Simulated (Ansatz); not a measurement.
**CH₅B (triplet): the correlation ladder at distance B1–H4 along a hydrogen transfer = 1.866 Å, cc-pVDZ**

How much of the correlation energy of CH₅B (triplet) does each wave-function method recover here?

Method: cc-pVDZ, correlated electrons: outside noble gas; program: Ansatz 0.2.0, Gaussian basis.

Plan: UHF; CCSD(T) on ROHF; CCSD(T) on UHF; BCCD(T) on ROHF; CISD; CCSDT(Q) on ROHF; CCSDT(Q) on UHF; CASSCF and NEVPT2, 4 electrons in 4 orbitals.

### 1 The geometry

The geometry derives from fragments relaxed apart (PBE0/def2-TZVP) and kept rigid, so it is no stationary point. A hydrogen atom is moved between rigid fragments.

7 atoms, charge 0, spin multiplicity 3.

Atoms are counted from 1 here; the program's logs count them from 0.

Bond lengths: B1–H2 1.193 Å, B1–H3 1.193 Å, H4–C5 1.090 Å, C5–H6 1.079 Å, C5–H7 1.079 Å. Angles: H2–B1–H3 120.0°, H4–C5–H6 112.6°, H4–C5–H7 112.6°, H6–C5–H7 134.8°.

In the tables R marks a restricted open-shell determinant and U an unrestricted one; 'pair' is the active space of 4 electrons in 4 orbitals; correlation energies count from the lowest restricted Hartree-Fock solution.

### 2 UHF

Contents of in.yaml:

```yaml
crystal:
  periodic: [false, false, false]
  atoms:
    - {symbol: B, position_ang: [-1.542491, 0.000000, 0.000000]}
    - {symbol: H, position_ang: [-2.139224, 1.033571, 0.000000]}
    - {symbol: H, position_ang: [-2.139224, -1.033571, 0.000000]}
    - {symbol: H, position_ang: [0.323509, 0.000000, 0.000000]}
    - {symbol: C, position_ang: [1.413509, 0.000000, 0.000000]}
    - {symbol: H, position_ang: [1.827977, 0.000000, 0.996161]}
    - {symbol: H, position_ang: [1.827977, 0.000000, -0.996161]}
basis:
  gaussian: {orbitals: cc-pVDZ}
magnetization: {spin_polarized: true, initial_magnetization: 2}
hamiltonian: {xc: hf}
output: {orbitals: {seedname: orbitals}}
```

Started as:

```sh
ansatz run in.yaml --threads 1 --pin off --events-out ev --progress --plain --max-ram 2393MiB
```

The runs that follow: CCSD(T) on ROHF; CCSD(T) on UHF; BCCD(T) on ROHF; CISD; CCSDT(Q) on ROHF; CCSDT(Q) on UHF; CASSCF and NEVPT2, 4 electrons in 4 orbitals.

**Question.** What will the summary of the whole plan be? Wanted: correlation energy, UCCSDT(Q); RMP2 from UCCSDT(Q); UMP2 from UCCSDT(Q); RCCSD from UCCSDT(Q); RCCSD(T) from UCCSDT(Q); UCCSD(T) from UCCSDT(Q); RCCSDT(Q) from UCCSDT(Q); T1 diagnostic.

**Answer**, as computed:

| quantity | value |
| --- | --- |
| correlation energy, UCCSDT(Q) | -6.9293 eV |
| RMP2 from UCCSDT(Q) | +126.8 kJ/mol |
| UMP2 from UCCSDT(Q) | +126.8 kJ/mol |
| RCCSD from UCCSDT(Q) | +14.6 kJ/mol |
| RCCSD(T) from UCCSDT(Q) | +2.8 kJ/mol |
| UCCSD(T) from UCCSDT(Q) | +2.8 kJ/mol |
| RCCSDT(Q) from UCCSDT(Q) | +0.1 kJ/mol |
| levels of the table within 1 kcal/mol (43 meV) | RCCSD(T), UCCSD(T), BCCD(T), RCCSDT, UCCSDT, RCCSDT(Q) |
| T1 diagnostic | 0.017 |

In words: RCCSD(T) misses by +2.8 kJ/mol, 0.4 % of the correlation energy. These misses are within one basis, not against nature; the frozen cores of restricted and unrestricted runs differ, which can shift their rows.
